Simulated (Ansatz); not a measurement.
# Equilibrium lattice constant a of some bcc solids

Method: r²SCAN (Ansatz, a first-principles code, plane waves, PAW). References are measured values corrected to a static lattice or taken at low temperature (these still hold zero-point motion).

Values in Å.

```tsv
solid	reference	r²SCAN	error (%)
bcc Na	4.214	4.223	+0.21
bcc W	3.16	3.169	+0.28
bcc Cs	6.039	6.273	+3.87
bcc K	5.212	5.348	+2.61
bcc Ta	3.299	3.305	+0.18
bcc Mo	3.141	3.151	+0.32
antiferromagnetic bcc Cr	2.877	2.961	+2.92
bcc V	3.021	2.982	-1.29
bcc Fe	2.853	2.866	+0.46
bcc Rb	5.576	5.747	+3.07
bcc Li	3.449	3.477	+0.81
bcc Ba	4.995	5.070	+1.50
bcc Nb	3.294	3.303	+0.27
```

Over these 13 solids the mean error is +1.17 %, the mean absolute error 1.37 % (median 0.81 %), and the worst case bcc Cs at +3.87 %; the value is too high in 12 of 13 cases.

All these references are brought to a static lattice.

Spin–orbit coupling is left out, also for the solids with elements from indium on (bcc W, bcc Cs, bcc Ta, bcc Ba); its size isn't shown.

Differences are worked out from the printed values.

Caveats: the commensurate order stands in for chromium's spin-density wave, and the size of the moments varies much between levels (antiferromagnetic bcc Cr). Ansatz's density-functional and Hartree–Fock values are scalar-relativistic unless marked +SOC, with PAW data made under PBE.

Ansatz's runs of these crystals have no spin polarisation, but for antiferromagnetic bcc Cr, bcc Fe. A magnetic state wasn't tried for bcc V with meta-GGA or hybrid levels, which favour moments.

Density-functional runs with spin start from opposed moments for antiferromagnetic bcc Cr, parallel moments for bcc Fe.

Not in this set, of the bcc solids with a reference value in our tables and a result at some level: 3 for a high-temperature or high-pressure phase (bcc Ti, bcc Tl, bcc Zr). These can be a level's worst cases. Values held back for tests aren't counted. Layered and molecular crystals are counted apart. The metals Ce to Yb are counted apart.

References as tabulated in Mejia-Rodriguez and Trickey (2018), arXiv:1807.09216; Csonka et al. (2009), arXiv:0903.4037; Levämäki et al. (2014), arXiv:1402.3671.
